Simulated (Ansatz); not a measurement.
Compare A (`C=CC(C)CC`) with its isomer B (`C/C=C\C(C)C`).

Computed with Ansatz on PBE0-D4/def2-TZVP structures; ΔE is electronic, products minus reactants. CCSD(T)/CBS adds triple-zeta CCSD(T) − MP2 to the extrapolated MP2 energy (def2 sets, frozen cores). DFT in def2-TZVPP. B3LYP here is the variant with VWN-RPA as its local correlation; programs differ in this. One conformer a species, not always the lowest.

(1) Which is lower in electronic energy at CCSD(T)/CBS, and by how much? (An estimate is asked.)

(2) Give E(B) − E(A) in kcal/mol with CCSD/def2-TZVPP, PBE0-D4, MP2/def2-TZVPP, PBE-D4, B3LYP, B2PLYP, CCSD(T)/def2-TZVPP. (An estimate is asked.)

Largest T1 diagnostic: 0.009.

Results:

(1) Ansatz gave: B, by 0.9 kcal/mol.

(2) The calculation gave: CCSD/def2-TZVPP -0.9, PBE0-D4 -1.8, MP2/def2-TZVPP -1.0, PBE-D4 -2.1, B3LYP -2.0, B2PLYP -1.6, CCSD(T)/def2-TZVPP -0.9. None reverses the order clearly.
